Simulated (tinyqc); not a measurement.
Inside a calculation. Method: MP2 on RHF in the sto-3g basis, frozen core, for OH-, spin multiplicity 1. The basis has no diffuse functions, so it cannot describe the extra electron: this is an exercise in the method, not the real anion. One step of it, computed by the program tinyqc.

Problem. Second-order Moller-Plesset energy. E2 = sum_ijab (ia|jb) [2 (ia|jb) - (ib|ja)] / (e_i + e_j - e_a - e_b) over occupied i, j and virtual a, b; the opposite-spin part is (ia|jb)^2 / denominator, the rest is same-spin, and SCS-MP2 scales them by 6/5 and 1/3.

orbital energies (hartree): MO1 -19.425031, MO2 -0.579262, MO3 0.073277, MO4 0.228385, MO5 0.228385, MO6 1.121816

Two-electron integrals over orbitals (pq|rs), unique and non-zero (hartree); the lowest 1 orbital is frozen and left out:
```
p,q,r,s,(pq|rs)
2,2,2,2,0.727159
3,2,2,2,-0.046678
3,2,3,2,0.140881
3,3,2,2,0.612368
3,3,3,2,-0.003287
3,3,3,3,0.635328
4,2,4,2,0.152455
4,3,4,2,-0.048697
4,3,4,3,0.038597
4,4,2,2,0.757850
4,4,3,2,-0.102808
4,4,3,3,0.598939
4,4,4,4,0.880159
5,2,5,2,0.152455
5,3,5,2,-0.048697
5,3,5,3,0.038597
5,4,5,4,0.047444
5,5,2,2,0.757850
5,5,3,2,-0.102808
5,5,3,3,0.598939
5,5,4,4,0.785270
5,5,5,5,0.880159
6,2,2,2,0.098733
6,2,3,2,0.035178
6,2,3,3,0.002925
6,2,4,4,0.103257
6,2,5,5,0.103257
6,2,6,2,0.108595
6,3,2,2,0.124582
6,3,3,2,-0.119284
6,3,3,3,0.029040
6,3,4,4,0.164746
6,3,5,5,0.164746
6,3,6,2,0.032774
6,3,6,3,0.173512
6,4,4,2,0.037124
6,4,4,3,0.010974
6,4,6,4,0.038155
6,5,5,2,0.037124
6,5,5,3,0.010974
6,5,6,5,0.038155
6,6,2,2,0.677056
6,6,3,2,0.019336
6,6,3,3,0.634856
6,6,4,4,0.666666
6,6,5,5,0.666666
6,6,6,2,0.084777
6,6,6,3,0.054368
6,6,6,6,0.715639
```

Hartree-Fock energy = -74.06468522 hartree

Give: Terms; Pair energies; MP2 correlation energy; SCS-MP2 correlation energy; MP2 total energy.

Solution.

Terms:
```
i,j,a,b,(ia|jb),(ib|ja),denominator,term
3,3,6,6,0.174,0.174,-2.097,-0.014
2,2,6,6,0.109,0.109,-3.402,-3.47e-03
5,5,6,6,0.038,0.038,-1.787,-8.15e-04
4,4,6,6,0.038,0.038,-1.787,-8.15e-04
3,2,6,6,0.033,0.033,-2.750,-3.91e-04
2,3,6,6,0.033,0.033,-2.750,-3.91e-04
```

Pair energies (hartree; pair i-j sums ij and ji):
```
pair,opposite spin,same spin
2-2,-3.47e-03,0.000
3-2,-7.81e-04,0.000
3-3,-0.014,0.000
4-4,-8.15e-04,0.000
5-5,-8.15e-04,0.000
```

MP2 correlation energy = -0.02023 hartree

SCS-MP2 correlation energy = -0.02428 hartree

MP2 total energy = -74.08492 hartree
